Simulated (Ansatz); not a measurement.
# SiB₂H₆ (SMILES B[SiH2]B): functionals against CCSD(T) at one geometry

An exercise on one series of results from a longer session: the logs are not shown, and one member is left open.

Program: Ansatz 0.2.0, Gaussian basis. Level of theory: single points in def2-TZVPP. These are calculated values, not measurements.

Correlated methods freeze the cores.

### The system as given

SMILES `B[SiH2]B`, 9 atoms, charge 0, spin multiplicity 1.

Atoms are counted from 1 here; the program's logs count them from 0.

Bond lengths: B1–Si2 2.023 Å, B1–H4 1.238 Å, B1–H5 1.218 Å, Si2–B3 1.920 Å, Si2–H6 1.552 Å, Si2–H7 1.575 Å, B3–H8 1.144 Å, B3–H9 1.141 Å. Angles: Si2–B1–H4 122.7°, Si2–B1–H5 122.7°, H4–B1–H5 113.8°, B1–Si2–B3 103.5°, B1–Si2–H6 109.2°, B1–Si2–H7 109.9°, B3–Si2–H6 114.4°, B3–Si2–H7 116.3°, H6–Si2–H7 103.6°, Si2–B3–H8 118.4°, Si2–B3–H9 117.8°, H8–B3–H9 123.6°.

Geometry (Å):

```xyz
9
charge 0, multiplicity 1
B    -1.00760    0.48470   -1.16520
Si    0.66760    0.42750   -0.03290
B     0.31620   -0.98930    1.21450
H    -1.17940   -0.25320   -2.14380
H    -2.00340    1.10420   -0.83610
H     0.88800    1.81720    0.62080
H     1.93150    0.24710   -0.95580
H     0.54430   -2.06440    0.89610
H    -0.16470   -0.71420    2.21160
```

Set-up of the first run:

Contents of run/in.yaml:

```yaml
crystal:
  periodic: [false, false, false]
  atoms:
    - {symbol: B, position_ang: [-1.007600, 0.484700, -1.165200]}
    - {symbol: Si, position_ang: [0.667600, 0.427500, -0.032900]}
    - {symbol: B, position_ang: [0.316200, -0.989300, 1.214500]}
    - {symbol: H, position_ang: [-1.179400, -0.253200, -2.143800]}
    - {symbol: H, position_ang: [-2.003400, 1.104200, -0.836100]}
    - {symbol: H, position_ang: [0.888000, 1.817200, 0.620800]}
    - {symbol: H, position_ang: [1.931500, 0.247100, -0.955800]}
    - {symbol: H, position_ang: [0.544300, -2.064400, 0.896100]}
    - {symbol: H, position_ang: [-0.164700, -0.714200, 2.211600]}
basis:
  gaussian: {orbitals: def2-TZVPP}
correlation: {method: ccsd_t}
output: {forces: true}
```

No record of the launch command was kept for these runs.

Among the steps run: CCSD(T)/def2-TZVPP; PBE0-D4/def2-TZVPP; wB97M-V/def2-TZVPP; r2SCAN-D4/def2-TZVPP; PBE-D4/def2-TZVPP; r2SCANh-D4/def2-TZVPP; CAM-B3LYP-D4/def2-TZVPP.

One of the session's tables, all rows but one given; the rest of the session is left out.

| method | RMS force component (eV/Å) | angle to CCSD(T) forces (°) | dipole (D) |
| --- | --- | --- | --- |
| CCSD(T) | 0.840 | reference | 0.50 |
| PBE0-D4 | 0.788 | 4.3 | 0.47 |
| wB97M-V | ? | ? | ? |
| r2SCAN-D4 | 0.779 | 4.5 | 0.44 |
| PBE-D4 | 0.744 | 9.6 | 0.37 |
| r2SCANh-D4 | 0.792 | 3.7 | 0.47 |
| CAM-B3LYP-D4 | 0.806 | 4.4 | 0.51 |

Q: Estimate the row for wB97M-V from the others.

**Answer.** RMS force component (eV/Å): 0.809; angle to CCSD(T) forces (°): 4.4; dipole (D): 0.53. In the column «RMS force component (eV/Å)» it lies between CAM-B3LYP-D4 (0.806) and CCSD(T) (0.840).
